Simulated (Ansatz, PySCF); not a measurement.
Species: HO, charge 1, multiplicity 3. 
Coordinates optimised at B3LYP-D3(BJ)/def2-TZVP (Ansatz, a quantum-chemistry and plane-wave program):
```xyz
2

O      0.0000     0.0000    -0.1156
H      0.0000     0.0000     0.9251
```
Charge +1, spin multiplicity 3.

Total electronic energies in hartree. Correlated levels leave the core frozen unless marked. UHF or UKS for open shells. Spin-orbit coupling is left out. Non-relativistic. CBS(X,Y): correlation extrapolated as X^-3; Hartree-Fock from the larger set (for Q and 5 zeta extrapolated as (X+1)exp(-9√X)).

| level | program | energy (Eh) |
|---|---|---|
| HF/6-31G | Ansatz | -74.94825 |
| RI-HF/def2-QZVPP | Ansatz | -75.01009 |
| BLYP/def2-TZVPD | Ansatz | ? |
| revPBE-D3(BJ)/def2-TZVPD | Ansatz + dftd3 | -75.26514 |
| revPBE-D4/def2-TZVPD | Ansatz + dftd4 | -75.26486 |
| BP86-D4/def2-TZVPD | PySCF + dftd4 | -75.27746 |
| B3LYP-D3(BJ)/def2-TZVPD | Ansatz + dftd3 | ? |
| r2SCAN0/def2-TZVPD | Ansatz | -75.24800 |
| MN15/def2-TZVPD | PySCF | ? |
| B2PLYP-D3(BJ)/def2-TZVPD | Ansatz + dftd3 | -75.24029 |
| RPA@PBE/cc-pVQZ | Ansatz | -75.29947 |
| MP2/def2-SVPD | Ansatz | -75.02143 |
| MP2/aug-cc-pVTZ | Ansatz | -75.14988 |
| MP2/def2-QZVPP | Ansatz | -75.16629 |
| MP2/CBS(def2-TZVPPD,def2-QZVPPD) | Ansatz | -75.1761 |
| MP2/CBS(cc-pVQZ,cc-pV5Z) | Ansatz | -75.1783 |
| SCS-MP2/def2-TZVPP | Ansatz | -75.14890 |
| CCSD/STO-3G | Ansatz | -74.06689 |
| CCSD/def2-TZVPP | Ansatz | -75.16819 |
| CCSD(T)/6-31G* | Ansatz | -75.08560 |
| CCSD(T)/cc-pV5Z | Ansatz | -75.19209 |
| CCSD(T)/CBS(cc-pVTZ,cc-pVQZ) | Ansatz | -75.1952 |
| CCSD(T)/CBS(cc-pVQZ,cc-pV5Z) | Ansatz | -75.1967 |

Problem. Some entries are withheld; supply them.

Solution. 
- BLYP/def2-TZVPD, energy (Eh): -75.27270
- B3LYP-D3(BJ)/def2-TZVPD, energy (Eh): -75.28407
- MN15/def2-TZVPD, energy (Eh): -75.20483
